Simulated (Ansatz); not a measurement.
AlHO2, SMILES `[O]=[Al][OH]`, charge 0, multiplicity 1.

Question: Give a relaxed structure at PBE0-D4/def2-TZVP (Ansatz 0.2.0). (Best estimate.)

Answer: Computed: 
Cartesian coordinates in Å:
```
O 1.5552 0.7510 -1.3638
Al 0.4957 0.1944 -0.3092
O -0.5549 -0.3952 0.8418
H -1.4960 -0.5502 0.8312
```
Point group Cs.
